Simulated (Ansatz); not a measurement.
## Worked example: ideal-gas entropy of HF (hydrogen fluoride)

A linear singlet with charge 0, relaxed at wB97M-V/ANO-RCC-VQZP (sfX2C) (Ansatz 0.2.0):

```xyz
2

F    -0.3903    0.1447   -0.1965
H     0.3903   -0.1447    0.1965
```

Harmonic wavenumbers in cm⁻¹: 4112.

Masses in u: F 18.998, H 1.008. Take T = 298.15 K, p = 1 bar, R = 8.3145 J/(mol K), kT/hc = 207.22 cm⁻¹, rigid rotor and harmonic oscillator.

Problem. Work out S° at 298 K.

Solution. 
1. Translation (Sackur–Tetrode): S = R[3/2 ln M + 5/2 ln T − 1.1517] with M = 20.006 gives 146.2 J/(mol K).
2. Rotation: the moment of inertia is 0.811 u Å², so B = 16.8576/I = 20.7792 cm⁻¹; σ = 1; q = kT/(σhcB) = 10.0; S = R(ln q + 1) = 27.4.
3. Vibration: with u = ν̃/207.22, each mode gives R[u/(eᵘ − 1) − ln(1 − e⁻ᵘ)]; the sum is 0.0.
4. Electronic: R ln 1 = 0.0, from the spin multiplicity alone.
5. Sum: 146.2 + 27.4 + 0.0 + 0.0 = 173.6 J/(mol K).

The tabulated value is 173.8 J/(mol K) (CRC Handbook of Chemistry and Physics): the model is off by -0.2.
